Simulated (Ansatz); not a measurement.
## HOB, singlet: reading a ladder of total energies

Geometry: a point of a stretch scan, not a stationary point.

```xyz
3

B     0.0000    0.0000    1.1354
O     0.0000    0.0000   -0.1367
H     0.0000    0.0000   -0.9987
```

Basis 6-31G; Ansatz 0.2.0. Correlated methods freeze the noble-gas cores, which leaves 10 electrons in 18 orbitals. Prefix R: restricted or restricted open-shell reference.

Full CI is exact within this basis and frozen core; it isn't the basis-set limit.

Runs differ by some tens of microhartree through their thresholds, so steps under 0.03 kcal/mol mean nothing.

| level | total energy (hartree) |
| --- | --- |
| RHF | -100.046666 |
| RMP2 | -100.204809 |
| RCCSD | -100.219762 |
| RCCSD(T) | -100.223887 |
| RCCSDT | -100.224218 |
| RCCSDT(Q) | -100.224797 |
| RCCSDTQ | -100.224766 |
| full CI | -100.224755 |

Q: What is the correlation energy at full CI, and what share of it do RMP2 and RCCSD recover?

A: E(corr) = -100.224755 − (-100.046666) = -0.178089 hartree = -4.846 eV. RMP2: -0.158143 / -0.178089 = 88.80 %. RCCSD: -0.173096 / -0.178089 = 97.20 %.

Q: By how many kcal/mol does RCCSD(T) miss full CI (1 hartree = 627.509 kcal/mol), and which steps make up the rest?

A: -100.223887 − (-100.224755) = 0.000868 hartree = 0.54 kcal/mol. Steps: RCCSDT − RCCSD(T) = -0.21, RCCSDT(Q) − RCCSDT = -0.36, RCCSDTQ − RCCSDT(Q) = 0.02, full CI − RCCSDTQ = 0.01 kcal/mol. That is within 1 kcal/mol of the reference in this basis, which itself misses far more of the correlation at the basis-set limit.
